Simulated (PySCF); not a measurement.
Species: methyl formate, C2H4O2.
SMILES: `C(=O)OC`

Torsions of this conformer, `[CH3:1][O:2][CH:3]=[O:4]`: C1–O2–C3–O4 0°.

The closed-shell ground state was solved at several levels (PySCF, density fitting, gas phase, non-relativistic). Isolated species at its PBE0-D3(BJ)/def2-TZVP geometry (one conformer only).

```json
{"level": "PBE0/pcJ-2", "basis functions": "300", "total energy (Eh)": "-228.9121", "HOMO (eV)": "-8.39", "LUMO (eV)": "0.00", "gap (eV)": "8.39", "dipole (D)": "1.95"}
{"level": "PBE0/pcSseg-2", "basis functions": "200", "total energy (Eh)": "-228.9037", "HOMO (eV)": "-8.39", "LUMO (eV)": "0.00", "gap (eV)": "8.39", "dipole (D)": "1.95"}
{"level": "PBE0/aug-cc-pVTZ", "basis functions": "276", "total energy (Eh)": "-228.8987", "HOMO (eV)": "-8.39", "LUMO (eV)": "-0.09", "gap (eV)": "8.30", "dipole (D)": "1.93"}
{"level": "wB97X-D/aug-cc-pVTZ", "basis functions": "276", "total energy (Eh)": "-229.0790", "HOMO (eV)": "-10.32", "LUMO (eV)": "0.84", "gap (eV)": "11.16", "dipole (D)": "1.94"}
{"level": "B97-2/pcJ-2", "basis functions": "300", "total energy (Eh)": "-229.0861", "HOMO (eV)": "-8.08", "LUMO (eV)": "-0.08", "gap (eV)": "8.00", "dipole (D)": "1.95"}
{"level": "CAM-B3LYP/aug-cc-pVTZ", "basis functions": "276", "total energy (Eh)": "-229.0660", "HOMO (eV)": "-9.91", "LUMO (eV)": "0.26", "gap (eV)": "10.17", "dipole (D)": "1.95"}
```

(1) What might B3LYP/pcJ-2 (300 basis functions) give for the same quantities?

(2) Over all these levels, which gives the widest orbital gap and which the narrowest?

(3) How much does the basis alone move the frontier levels among the 3 PBE0 rows?

(4) In the pcJ-2 basis, how does the gap go with the fixed share of exact exchange?

(5) How far do the dipole and the HOMO energy spread over the levels?

## Answers

(1) Total energy -229.1745 Eh, HOMO -8.14 eV, LUMO -0.32 eV, gap 7.82 eV, dipole 1.95 D.

(2) wB97X-D/aug-cc-pVTZ (range-separated hybrid) has the widest, 11.16 eV, and B3LYP/pcJ-2 (global hybrid, 20 % exact exchange) the narrowest, 7.82 eV. Functional and basis both differ between the two, so the spread mixes both effects.

(3) The HOMO by 0.00 eV and the LUMO by 0.09 eV. By rising basis size (HOMO, LUMO in eV): pcSseg-2 -8.39, 0.00; aug-cc-pVTZ -8.39, -0.09; pcJ-2 -8.39, 0.00.

(4) B3LYP (20 %) 7.82 eV; B97-2 (21 %) 8.00 eV; PBE0 (25 %) 8.39 eV. Each rise in the share widens the gap here.

(5) The dipole runs from 1.93 to 1.95 D (mean 1.94 D) and the HOMO from -10.32 to -8.08 eV.

Note: wB97X-D ran without an empirical dispersion term, which enters the total energy and its gradient alone.
